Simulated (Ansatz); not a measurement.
# Relaxing Ag3Os

Theory: DFT PBE, scalar-relativistic, plane waves, PAW (Ansatz). Cutoff 420 eV, Γ-centred k mesh, Gaussian smearing, no spin polarisation in the final step.

A relaxed cell is given with its space group left out.

```
CELL_PARAMETERS angstrom
4.06122 0.00000 0.00000
0.00000 4.06122 0.00000
0.00000 0.00000 4.06122
ATOMIC_POSITIONS crystal
Ag 0.00000 0.50000 0.50000
Ag 0.50000 0.00000 0.50000
Ag 0.50000 0.50000 0.00000
Os 0.00000 0.00000 0.00000
```

Formation energies are uncorrected and refer to the elements' standard structures at the same level.

**Question.** What space group does it have?

**Answer.** Pm-3m (No. 221). Conventional cell: a = 4.061 Å. Ag has 4 Os at 2.87 Å and 8 Ag at 2.87 Å; Os has 12 Ag at 2.87 Å.

**Question.** What is its formation energy per atom?

**Answer.** 0.81 eV/atom.

**Question.** Is it a metal?

**Answer.** Yes, bands cross the Fermi level on the 12×12×12 mesh.

The final run used a 12×12×12 mesh on its 4-atom cell and 0.10 eV smearing. For metals, differences of a few meV/atom aren't resolved. Spin–orbit coupling is left out. The cell came from a trial start, so Ag3Os may not exist in this structure.

Cost: 3 runs of about 1.1 core-minutes in all, on Arm Neoverse V2 (shared hosts).